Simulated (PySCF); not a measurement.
# BNH2 (SMILES B[N]) at UCCSDT/STO-3G

What is the vertical triplet–singlet gap of BNH2 at UCCSDT/STO-3G? The job is set up through a Python script.

The calculation is run with PySCF 2.14.0.

11 further runs of the same task are left out: 4 that didn't finish, 7 set aside as unsound or not needed.

### 1 Starting point

BNH2: 4 atoms, total charge 0, spin state triplet. As SMILES, `B[N]`. The coordinates come from a GFN2-xTB relaxation.

Bond lengths: B1–N2 1.312 Å, B1–H3 1.184 Å, B1–H4 1.184 Å. Angles: N2–B1–H3 118.7°, N2–B1–H4 118.7°, H3–B1–H4 122.6°.

### 2 A single-point energy at UCCSDT/STO-3G

calc.py reads:

```python
from pyscf import gto, scf, cc

mol = gto.Mole()
mol.atom = [
    ('B', (-0.035750, 0.006580, -0.023930)),
    ('N', (1.041780, -0.191660, 0.697680)),
    ('H', (-1.056920, -0.473990, 0.334600)),
    ('H', (0.050890, 0.659060, -1.008340)),
]
mol.spin = 2
mol.max_memory = 1860
mol.basis = 'sto-3g'
mol.verbose = 3
mol.build()

mf = scf.UHF(mol)
mf.conv_tol = 1e-10
mf.kernel()
if not mf.converged:
    mf = mf.newton().run(mf.mo_coeff, mf.mo_occ)

mycc = cc.CCSDT(mf, frozen=2)
mycc.kernel()
e_final = mycc.e_tot
print('E(%s) = %.9f' % ('CCSDT', e_final))
```

Run with:

```console
$ OMP_NUM_THREADS=1 python calc.py
```

The program printed:

```text
WARN: HOMO -0.112894280473775 >= LUMO -0.243442783762761

converged SCF energy = -79.1871764508456  <S^2> = 2.0062017  2S+1 = 3.0041316
_make_eris_incore_UCCSDT

WARN: A large `blksize_v_aaa` is being used, which may cause large memory consumption
      for storing contraction intermediates. If memory is sufficient, consider using
      `pyscf.cc.uccsdt_highm.UCCSDT` instead.

WARN: A large `blksize_v_aab` is being used, which may cause large memory consumption
      for storing contraction intermediates. If memory is sufficient, consider using
      `pyscf.cc.uccsdt_highm.UCCSDT` instead.

UCCSDT converged
E(UCCSDT) = -79.25487191206247   E_corr = -0.06769546121687359
E_corr(same-spin) = -0.00722036868641565
E_corr(oppo-spin) = -0.0604750925304579
E(CCSDT) = -79.254871912
```

Run time: 1.1 s. Hardware: 1 thread of Arm Neoverse V1, shared host; peak memory 0.1 GiB.

### 3 The singlet at the same level

calc.py reads:

```python
from pyscf import gto, cc

mol = gto.M(
    atom='''
B   -0.035750   0.006580  -0.023930
N    1.041780  -0.191660   0.697680
H   -1.056920  -0.473990   0.334600
H    0.050890   0.659060  -1.008340
''',
    max_memory=1860,
    spin=0,
    verbose=3,
    basis='sto-3g',
)

mf = mol.RHF()
mf.conv_tol = 1e-10
mf.kernel()
if not mf.converged:
    mf = mf.newton().run(mf.mo_coeff, mf.mo_occ)

mycc = cc.CCSDT(mf, frozen=2)
mycc.kernel()
etot = mycc.e_tot
print('E(%s) = %.9f' % ('CCSDT', etot))
```

Run with:

```console
$ OMP_NUM_THREADS=1 python calc.py
```

The program printed:

```text
converged SCF energy = -79.1682828892751
_make_eris_incore_RCCSDT

WARN: A large `blksize` is being used, which may cause large memory consumption
      for storing contraction intermediates. If memory is sufficient, consider using
      `pyscf.cc.rccsdt_highm.RCCSDT` instead.

WARN: A large `blksize_oovv` is being used, which may cause large memory consumption
      for storing contraction intermediates. If memory is sufficient, consider using
      `pyscf.cc.rccsdt_highm.RCCSDT` instead.

WARN: A large `blksize_oooo` is being used, which may cause large memory consumption
      for storing contraction intermediates. If memory is sufficient, consider using
      `pyscf.cc.rccsdt_highm.RCCSDT` instead.

RCCSDT converged
E(RCCSDT) = -79.28741248961302   E_corr = -0.1191296003379372
E_corr(same-spin) = -0.0166103598495967
E_corr(oppo-spin) = -0.10251924048834
E(CCSDT) = -79.287412490
```

Wall time 1 s (1 thread of Arm Neoverse V1, shared host); peak memory 0.12 GiB.

### 4 Outcome

At UCCSDT/STO-3G, 2 core orbitals frozen:

| quantity | value |
| --- | --- |
| triplet: total energy | -79.25487 Eh |
| triplet: dipole moment (Hartree–Fock density) | 0.88 D |
| triplet: HOMO energy (Hartree–Fock orbitals) (highest over α and β) | -10.41 eV |
| triplet: LUMO energy (Hartree–Fock orbitals) (lowest over α and β) | 3.13 eV |
| triplet: correlation energy (2 core orbitals frozen) | -67.7 mEh |
| triplet: ⟨S²⟩ of the reference determinant | 2.006 |
| triplet: T1 diagnostic | 0.017 |
| singlet: total energy | -79.28741 Eh |
| singlet: dipole moment (Hartree–Fock density) | 0.67 D |
| singlet: HOMO energy (Hartree–Fock orbitals) | -10.98 eV |
| singlet: LUMO energy (Hartree–Fock orbitals) | 4.20 eV |
| singlet: HOMO–LUMO gap (Hartree–Fock orbitals) | 15.19 eV |
| singlet: correlation energy (2 core orbitals frozen) | -119.1 mEh |
| singlet: T1 diagnostic | 0.041 |
| vertical energy of the singlet above the triplet | -0.885 eV |

What this shows: At this shape the singlet lies 0.89 eV (20.4 kcal/mol) below the triplet. In a minimal basis such a difference can be off by several eV, whatever the method. Mulliken charges (triplet) of the mean-field density run from -0.17 on N2 to +0.27 on B1. The T1 diagnostic (singlet) of 0.041 is above the customary mark for such species, so a single reference may not serve. Mulliken charges (singlet) of the mean-field density run from -0.10 on N2 to +0.12 on B1; they depend strongly on the basis.
